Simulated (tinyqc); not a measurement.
CCSD on RHF in the sto-3g basis, for H2O, spin multiplicity 1, step by step (part 2 of 2). Computed by tinyqc, a small Python program that keeps every step (integrals from PySCF). Command: `OMP_NUM_THREADS=1 python tinyqc.py 26349 26350 out.jsonl` (the two numbers bound the seeds that draw the settings). One thread of a shared host (Intel(R) Xeon(R) Processor @ 2.60GHz), about 0.4 s of CPU time with the checks.

Geometry (angstrom):
```
atom         x          y         z
O     0.000000   0.000000  0.000000
H     0.000000   0.755000  0.480000
H     0.000000  -0.755000  0.480000
```

## CCSD: amplitude update 3

Amplitudes after update 2 (spin orbitals 1a, 1b, ...; amplitudes related by a flip of all spins are not repeated; the 24 largest):
```
from      to          t
3a 3b  7a 7b  -0.063947
3a 3b  6a 6b  -0.040164
4a 4b  7a 7b  -0.032846
3a 4b  6b 7a   0.032831
4a 4b  6a 6b  -0.032350
2a 2b  6a 6b  -0.031310
2a 3b  6a 7b  -0.030876
2a 4b  6a 6b  -0.029983
5a 5b  6a 6b  -0.026046
3a 4b  6a 7b  -0.025205
2a 3b  6b 7a   0.018059
2a 2b  7a 7b  -0.015774
2a 3a  6a 7a  -0.012817
5a 5b  7a 7b  -0.010346
4a        6a  -0.007793
3a 4a  6a 7a   0.007627
2a 4b  7a 7b   0.004629
3a        7a  -0.003103
2a        6a  -0.002000
1a 2b  7a 7b  -0.000771
1a 1b  6a 6b  -0.000703
1a 4b  7a 7b   0.000556
1a 3a  6a 7a   0.000503
1a 1b  7a 7b  -0.000487
```

Two-electron integrals over orbitals (pq|rs), unique and non-zero (hartree):
```
(11|11) 4.743176    (21|11) -0.414476   (21|21) 0.057655    (22|11) 1.002954
(22|21) -0.012573   (22|22) 0.729790    (31|31) 0.011035    (32|31) 0.018231
(32|32) 0.151343    (33|11) 0.814658    (33|21) -0.004445   (33|22) 0.655230
(33|33) 0.649586    (41|11) 0.173927    (41|21) -0.020662   (41|22) 0.016514
(41|33) 0.006297    (41|41) 0.028607    (42|11) -0.106655   (42|21) 0.009021
(42|22) 0.015222    (42|33) 0.007927    (42|41) 0.021148    (42|42) 0.122698
(43|31) -0.003321   (43|32) 0.016169    (43|43) 0.042637    (44|11) 1.037644
(44|21) -0.014361   (44|22) 0.688888    (44|33) 0.615455    (44|41) -0.012942
(44|42) -0.104310   (44|44) 0.827798    (51|51) 0.026092    (52|51) 0.032361
(52|52) 0.143487    (53|53) 0.029910    (54|51) -0.012854   (54|52) -0.043839
(54|54) 0.056961    (55|11) 1.115323    (55|21) -0.011616   (55|22) 0.747097
(55|33) 0.639692    (55|41) 0.004805    (55|42) -0.057079   (55|44) 0.748948
(55|55) 0.880159    (61|11) -0.263544   (61|21) 0.039081    (61|22) -0.002107
(61|33) -0.000764   (61|41) -0.001946   (61|42) 0.019002    (61|44) -0.019153
(61|55) -0.006788   (61|61) 0.033392    (62|11) 0.323314    (62|21) -0.007511
(62|22) 0.142727    (62|33) 0.074959    (62|41) 0.017977    (62|42) 0.019759
(62|44) 0.106581    (62|55) 0.164316    (62|61) 0.003477    (62|62) 0.102461
(63|31) 0.002923    (63|32) -0.047668   (63|43) -0.024480   (63|63) 0.075072
(64|11) 0.184228    (64|21) -0.001052   (64|22) 0.083441    (64|33) 0.038656
(64|41) 0.005378    (64|42) -0.009123   (64|44) 0.102073    (64|55) 0.094855
(64|61) 0.002171    (64|62) 0.060817    (64|64) 0.051935    (65|51) 0.017509
(65|52) 0.064197    (65|54) -0.005097   (65|65) 0.041181    (66|11) 0.790463
(66|21) -0.006841   (66|22) 0.611339    (66|33) 0.575631    (66|41) 0.021965
(66|42) 0.063843    (66|44) 0.544966    (66|55) 0.585060    (66|61) 0.006347
(66|62) 0.089152    (66|64) 0.041660    (66|66) 0.591186    (71|31) 0.016119
(71|32) 0.024580    (71|43) -0.005061   (71|63) 0.003827    (71|71) 0.023625
(72|31) 0.013673    (72|32) 0.036356    (72|43) -0.031459   (72|63) 0.036480
(72|71) 0.018801    (72|72) 0.059600    (73|11) 0.365028    (73|21) -0.007821
(73|22) 0.135276    (73|33) 0.094490    (73|41) -0.001090   (73|42) -0.067689
(73|44) 0.172614    (73|55) 0.187141    (73|61) -0.007255   (73|62) 0.080884
(73|64) 0.061602    (73|66) 0.035902    (73|73) 0.146838    (74|31) -0.009519
(74|32) -0.073234   (74|43) 0.010398    (74|63) 0.040108    (74|71) -0.013568
(74|72) -0.016931   (74|74) 0.063132    (75|53) 0.023744    (75|75) 0.024544
(76|31) 0.010483    (76|32) 0.107724    (76|43) 0.039369    (76|63) -0.070446
(76|71) 0.014414    (76|72) -0.009222   (76|74) -0.054727   (76|76) 0.121593
(77|11) 0.897863    (77|21) -0.010337   (77|22) 0.632882    (77|33) 0.623723
(77|41) 0.003822    (77|42) -0.013775   (77|44) 0.626509    (77|55) 0.636736
(77|61) -0.006624   (77|62) 0.072991    (77|64) 0.036742    (77|66) 0.567973
(77|73) 0.101096    (77|77) 0.633097
```

orbital energies (hartree): [-20.218909, -1.288112, -0.668996, -0.434848, -0.387873, 0.649023, 0.855020]

t_i^a D_i^a and t_ij^ab D_ij^ab are set to the remaining terms of the spin-orbital equations, evaluated with the old amplitudes; for the doubles these are <ij||ab> + 1/2 <ab||ef> t_ij^ef + 1/2 <mn||ij> t_mn^ab + P(ij)P(ab) <mb||ej> t_im^ae + terms in t^2 + terms with t1, D the orbital-energy denominators. DIIS then mixes the stored amplitudes.

DIIS coefficients: [-0.591761, 1.591761]

Amplitudes after update 3 (spin orbitals 1a, 1b, ...; amplitudes related by a flip of all spins are not repeated; the 24 largest):
```
from      to          t
3a 3b  7a 7b  -0.065772
3a 3b  6a 6b  -0.041547
3a 4b  6b 7a   0.034291
4a 4b  6a 6b  -0.034142
4a 4b  7a 7b  -0.034002
2a 2b  6a 6b  -0.031643
2a 4b  6a 6b  -0.031476
2a 3b  6a 7b  -0.031390
3a 4b  6a 7b  -0.027303
5a 5b  6a 6b  -0.026826
2a 3b  6b 7a   0.019227
2a 2b  7a 7b  -0.015756
2a 3a  6a 7a  -0.012163
4a        6a  -0.010403
5a 5b  7a 7b  -0.009942
3a 4a  6a 7a   0.006987
2a 4b  7a 7b   0.004365
3a        7a  -0.003266
2a        6a  -0.002105
1a 2b  7a 7b  -0.000766
1a 1b  6a 6b  -0.000701
1a 4b  7a 7b   0.000551
1a 3a  6a 7a   0.000501
1a 1b  7a 7b  -0.000485
```

correlation energy = -0.04055864 hartree

## CCSD: convergence

E_corr = 1/4 sum <ij||ab> t_ij^ab + 1/2 sum <ij||ab> t_i^a t_j^b; stop when the norm of the change is below 1e-8.

Course of the amplitude iterations:
```
update  correlation energy (hartree)  norm of the change
0                        -0.02950766                   -
1                        -0.03710761            5.62e-02
2                        -0.03936773            1.95e-02
3                        -0.04055864            7.61e-03
4                        -0.04055580            1.04e-03
5                        -0.04055868            1.84e-04
6                        -0.04055868            1.76e-05
7                        -0.04055869            6.67e-06
8                        -0.04055870            5.87e-07
9                        -0.04055870            1.36e-07
10                       -0.04055870            4.66e-08
11                       -0.04055870            1.45e-08
12                       -0.04055870            2.54e-09
```

Converged amplitudes (spin orbitals 1a, 1b, ...; amplitudes related by a flip of all spins are not repeated; the 24 largest):
```
from      to          t
3a 3b  7a 7b  -0.065759
3a 3b  6a 6b  -0.041252
4a 4b  6a 6b  -0.034549
3a 4b  6b 7a   0.034478
4a 4b  7a 7b  -0.034082
2a 2b  6a 6b  -0.031629
2a 4b  6a 6b  -0.031570
2a 3b  6a 7b  -0.031220
3a 4b  6a 7b  -0.027577
5a 5b  6a 6b  -0.026771
2a 3b  6b 7a   0.019176
2a 2b  7a 7b  -0.015686
2a 3a  6a 7a  -0.012044
4a        6a  -0.011267
5a 5b  7a 7b  -0.009821
3a 4a  6a 7a   0.006901
2a 4b  7a 7b   0.004309
3a        7a  -0.003064
2a        6a  -0.001940
1a 2b  7a 7b  -0.000766
1a 1b  6a 6b  -0.000700
1a 4b  7a 7b   0.000553
1a 3a  6a 7a   0.000501
1a 1b  7a 7b  -0.000485
```

CCSD total energy = -74.97710259 hartree

T1 diagnostic, norm of the one-spin t1 over sqrt(correlated electrons) = 0.003743

Converged in 12 updates, with DIIS from the third.
